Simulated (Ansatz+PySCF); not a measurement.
## doublet C₂H₆(+): levels of theory in one basis

```xyz
8

C     0.0000    0.1216   -0.7070
C     0.0000   -0.1216    0.7070
H     0.0000    1.1494   -1.0532
H     0.7672   -0.5140   -1.2611
H    -0.7672   -0.5140   -1.2611
H     0.0000   -1.1494    1.0532
H     0.7672    0.5140    1.2611
H    -0.7672    0.5140    1.2611
```

Basis set: cc-pVTZ (spherical functions). Correlated methods keep 2 orbitals frozen. Correlation on ROHF uses semicanonical orbitals with singles. Charge 1, multiplicity 2.

Computed with Ansatz (development build ahead of 0.2.0); each method stands on the lowest determinant of its kind that the runs found.

```
  method  E − E(ROHF) (eV)  <S²> of the determinant
    ROHF              0.00                     0.75
     UHF             -0.20                     0.77
ROHF-MP2             -9.83                        –
 UHF-MP2             -9.76                     0.77
```

Task: Is a single determinant a sound starting point here?

Result: By this sign, yes. Unrestricted orbitals gain 0.20 eV and <S²> is 0.77 against 0.75 for a pure state.

Caution for ROHF-MP2, UHF-MP2: MP2 on this radical cation hangs on the determinant chosen.
